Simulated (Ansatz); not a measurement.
# CH₅AlO: functionals against CCSD(T) at one geometry

An exercise on one series of results from a longer session: the logs are not shown, and one member is left open.

The runs use Ansatz 0.2.0, Gaussian basis; single points in def2-TZVPP.

Correlated methods freeze the cores.

### The system as given

8 atoms, charge 0, spin multiplicity 1.

Atoms are counted from 1 here; the program's logs count them from 0.

Bond lengths: Al1–C2 2.255 Å, Al1–O3 1.406 Å, Al1–H4 1.707 Å, Al1–H5 1.585 Å, C2–H6 1.060 Å, C2–H7 1.325 Å, C2–H8 1.209 Å. Angles: C2–Al1–O3 86.7°, C2–Al1–H4 39.2°, C2–Al1–H5 121.3°, O3–Al1–H4 48.9°, O3–Al1–H5 148.8°, H4–Al1–H5 160.5°, Al1–C2–H6 97.9°, Al1–C2–H7 116.8°, Al1–C2–H8 113.2°, H6–C2–H7 122.7°, H6–C2–H8 111.0°, H7–C2–H8 96.0°.

As a file:

```
atom    x (Å)    y (Å)    z (Å)
 Al1  -1.1774  -0.1326   0.7151
  C2   0.7710   0.3002  -0.3341
  O3  -1.4187  -1.0777  -0.2969
  H4  -0.1508  -0.7761  -0.4872
  H5  -1.7539   0.8477   1.8192
  H6   1.2036   0.9161   0.4119
  H7   0.6976   0.6606  -1.6066
  H8   1.4407  -0.6887  -0.5219
```

The first run:

Contents of run/in.yaml:

```yaml
crystal:
  periodic: [false, false, false]
  atoms:
    - {symbol: Al, position_ang: [-1.177400, -0.132600, 0.715100]}
    - {symbol: C, position_ang: [0.771000, 0.300200, -0.334100]}
    - {symbol: O, position_ang: [-1.418700, -1.077700, -0.296900]}
    - {symbol: H, position_ang: [-0.150800, -0.776100, -0.487200]}
    - {symbol: H, position_ang: [-1.753900, 0.847700, 1.819200]}
    - {symbol: H, position_ang: [1.203600, 0.916100, 0.411900]}
    - {symbol: H, position_ang: [0.697600, 0.660600, -1.606600]}
    - {symbol: H, position_ang: [1.440700, -0.688700, -0.521900]}
basis:
  gaussian: {orbitals: def2-TZVPP}
correlation: {method: ccsd_t}
output: {forces: true}
```

No record of the launch command was kept for these runs.

Steps of the session up to this table: CCSD(T)/def2-TZVPP; PBE0-D4/def2-TZVPP; wB97M-V/def2-TZVPP; r2SCAN-D4/def2-TZVPP; PBE-D4/def2-TZVPP; wB97X-V/def2-TZVPP; BLYP-D4/def2-TZVPP.

One of the session's tables, all rows but one given; the rest of the session is left out.

```
   method  RMS force component (eV/Å)  angle to CCSD(T) forces (°)  dipole (D)
  CCSD(T)                       5.225                    reference        2.55
  PBE0-D4                       5.032                          1.2        2.55
  wB97M-V                       5.077                          1.0        2.56
r2SCAN-D4                           ?                            ?           ?
   PBE-D4                       5.171                          1.6        2.42
  wB97X-V                       5.096                          1.1        2.61
  BLYP-D4                       5.196                          1.7        2.44
```

Estimate the missing values for r2SCAN-D4.

As computed: RMS force component (eV/Å): 5.091; angle to CCSD(T) forces (°): 1.1; dipole (D): 2.50. In the column «RMS force component (eV/Å)» it lies between wB97M-V (5.077) and wB97X-V (5.096).
